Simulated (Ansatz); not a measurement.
A nudged elastic band was laid between two geometries of AlClH5N (8 atoms, charge 0, multiplicity 1).

The calculation used RKS PBE/def2-TZVP in Ansatz.

| Property | Result |
| --- | --- |
| movable images | 9 |
| climbing image | yes |
| spring | 5.0 eV/Å² |
| optimiser | quadratic models (default) |
| start path | through a guess of the saddle point |
| force threshold | 0.05 eV/Å |
| iteration limit | 60 |
| end points | relaxed |

Initial state:

```xyz
8
Properties=species:S:1:pos:R:3
Al -0.002 -0.045 0.195
H -0.241 0.878 1.480
H 1.446 -0.187 -0.475
Cl -1.659 -0.112 -1.202
N -0.266 -1.949 0.981
H -1.047 -2.384 0.477
H 0.562 -2.538 0.855
H -0.500 -1.942 1.978
```

Final state:

```xyz
8
Properties=species:S:1:pos:R:3
Al 0.037 -0.767 -0.275
H -0.497 0.725 2.205
H 1.440 -0.043 -0.287
Cl -1.679 0.185 -1.065
N -0.144 -2.427 0.316
H -1.014 -2.952 0.326
H 0.617 -2.992 0.680
H -0.467 -0.007 2.388
```

What changes between the two ends?

Bonds broken: Al1–H2, N5–H8. Bonds formed: H2–H8. AlClH5N becomes AlClH3N + H2.

Give the energies along the band, and the barrier.

It converged. The highest image is number 6 of 0 to 10, 27.6 kcal/mol above the first end and 16.2 kcal/mol above the last; the last end lies 11.4 kcal/mol above the first. A vibrational analysis at the climbing image gives one clearly imaginary mode, 1126i cm⁻¹: a first-order saddle point. The orbitals stay closed-shell, which can raise the energy where a bond breaks towards radicals; this wasn't checked here.

| image | path coordinate (Å) | energy (kcal/mol) | Al1–H2 (Å) | N5–H8 (Å) | H2–H8 (Å) |
| --- | --- | --- | --- | --- | --- |
| 0 | 0.00 | 0.0 | 1.60 | 1.02 | 2.88 |
| 1 | 0.41 | -0.1 | 1.60 | 1.02 | 2.89 |
| 2 | 0.82 | 0.0 | 1.60 | 1.02 | 2.86 |
| 3 | 1.23 | 1.1 | 1.60 | 1.02 | 2.43 |
| 4 | 1.64 | 5.2 | 1.62 | 1.03 | 1.96 |
| 5 | 2.05 | 15.0 | 1.68 | 1.10 | 1.47 |
| 6 | 2.47 | 27.6 | 1.81 | 1.42 | 1.02 |
| 7 | 2.93 | 19.0 | 2.08 | 1.91 | 0.80 |
| 8 | 3.39 | 13.2 | 2.40 | 2.37 | 0.76 |
| 9 | 3.85 | 11.7 | 2.67 | 2.78 | 0.76 |
| 10 | 4.31 | 11.4 | 2.94 | 3.20 | 0.76 |

What is the geometry of the highest image?


```xyz
8
Properties=species:S:1:pos:R:3
Al -0.004 -0.371 -0.017
H -0.400 0.094 1.682
H 1.475 0.085 -0.352
Cl -1.657 0.188 -1.226
N -0.219 -2.063 0.826
H -1.087 -2.589 0.726
H 0.557 -2.702 0.991
H -0.372 -0.920 1.657
```

What are the harmonic wavenumbers there?

1126i, 138, 259, 453, 475, 524, 588, 613, 690, 736, 962, 1401, 1492, 1737, 1788, 1915, 3443, 3542 cm⁻¹.

The run took 2.2 min on 4 threads of Arm Neoverse V2, with other jobs on the host, peak memory 0.21 GiB.
